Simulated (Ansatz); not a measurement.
A made-up structure of C3H5 (charge +1), singlet:

C1  (-0.952, 0.690, -0.906)
C2  (-0.102, 0.133, -0.154)
C3  (0.802, -0.510, 0.694)
H4  (-2.007, 0.405, -0.890)
H5  (-0.639, 1.481, -1.596)
H6  (1.221, 0.147, 1.462)
H7  (-0.469, 0.048, 0.836)
H8  (0.136, -1.229, 1.229)
(Å)

It is relaxed with PBE-D4/def2-SVP and then PBE0-D4/def2-TZVP (Ansatz 0.2.0). Atoms count as bonded within 1.22 times the sum of their covalent radii (H–H: 0.88 Å). The end point is not checked to be a true minimum.

(1) Does its bonding change? (A judgement: the text doesn't fix the answer.)

Answers

(1) By the calculation: Yes. Formed: C3–H7; broken: C2–H7.

Where it ends: The first stage lowers the energy by 3.61 eV in 15 steps. It ends as C₃H₅ ([CH2][C][CH3]), total charge +1:
```xyz
8
angstrom
C -0.9703 0.7426 -1.0690
C -0.3132 0.2337 -0.1168
C 0.3721 -0.3284 0.9631
H -2.0324 0.9834 -0.9711
H -0.4774 0.9540 -2.0237
H 1.1391 0.3302 1.3819
H -0.4353 -0.3968 1.7308
H 0.7062 -1.3542 0.7787
```

Labels in which every atom is bracketed show which atoms are joined, not bond orders.

For scale, one of the runs: PBE0-D4/def2-TZVP relaxation, 123 basis functions, launched by `ansatz run in.yaml --threads 2 --pin off --events-out ev --progress --plain --max-ram 4352MiB`. The run took about 14 s on 2 CPU threads of an Arm Neoverse V2 (shared host).
